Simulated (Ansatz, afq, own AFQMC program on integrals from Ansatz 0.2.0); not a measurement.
**AlH$_{4}$⁺, singlet: AFQMC among the cluster methods**

```yaml
atoms:
  - { symbol: Al, position_ang: [0.0000, 0.0622, -0.1099] }
  - { symbol: H, position_ang: [0.0000, -0.3226, 1.9312] }
  - { symbol: H, position_ang: [0.0000, 0.4470, 1.9312] }
  - { symbol: H, position_ang: [0.0000, 1.5991, -0.3260] }
  - { symbol: H, position_ang: [0.0000, -3.3879, -0.5951] }
```

Basis 6-31G. Only valence electrons are correlated. Ansatz 0.2.0 and our own AFQMC program on the same integrals; the CISD trial comes from CCSD amplitudes, and released means the phaseless constraint is let go. Error bars are statistical, one sigma.

Determinant: UHF, the one that the program's search chose, which needn't be the lowest solution. The geometry is a point of a scan.

Full CI on the same integrals is exact in this basis and with this determinant's frozen core.

Cautions: strong correlation (T1 0.021, weight of the determinant 0.92, largest double 0.14); unrestricted determinant spin contaminated (⟨S²⟩ 0.98 against 0.00); the CCSDT(Q) amplitudes may be one of several solutions (largest double 0.60); the CCSDTQ amplitudes may be one of several solutions (largest double 0.68); the ph-AFQMC/HF walk drifts between its halves (2.1 errors).

The T1 diagnostic is 0.0215 and the weight of the determinant in the CISD state is 0.917. The ⟨S²⟩ of the determinant is 0.984 and the size of the correlated space is 6 electrons in 16 orbitals.

```csv
level,correlation energy (eV)
MP2,-0.9729
CCSD,-1.4683
CCSD(T),-1.4858
```

Estimate where phaseless AFQMC with a CISD trial lies against CCSD(T) on the same integrals.

56.7 ± 1.1 meV below CCSD(T).

Reference: full CI, correlation energy -1.553 eV. The released energy is read at 2.40 1/Eh (meV from the phaseless value at times in 1/Eh: -0.8 ± 1.0 at 0.24, -1.9 ± 1.0 at 0.51, -3.3 ± 1.1 at 0.99, -4.4 ± 1.0 at 1.62, -7.4 ± 0.9 at 2.40). The cautions show a poor starting determinant, so the rows tell how each method copes with it here, and full CI is the sure value.

| level | E − E(reference) (meV) | share of correlation (%) |
| --- | --- | --- |
| CCSD(T) | 67.7 | 95.64 |
| CCSDT | 9.2 | 99.40 |
| CCSDT(Q) | 2.3 | 99.85 |
| CCSDTQ | 0.1 | 99.99 |
| ph-AFQMC/HF | -23.5 ± 10.6 | 101.52 |
| ph-AFQMC/CISD | 11.0 ± 1.1 | 99.29 |
| released AFQMC | 3.6 ± 0.9 | 99.77 |

CCSDT and higher add their correlation energy to the determinant of the CCSD(T) run, since their own runs factorise the integrals more tightly (a shift of under 2 meV). A walk keeps the symmetry of its determinant, which the program's search chose and which needn't be the lowest solution, so a lower state of the same spin and another symmetry isn't excluded. Released energies are given only where the last usable release times agree within the noise; a slower fall can still hide under it.
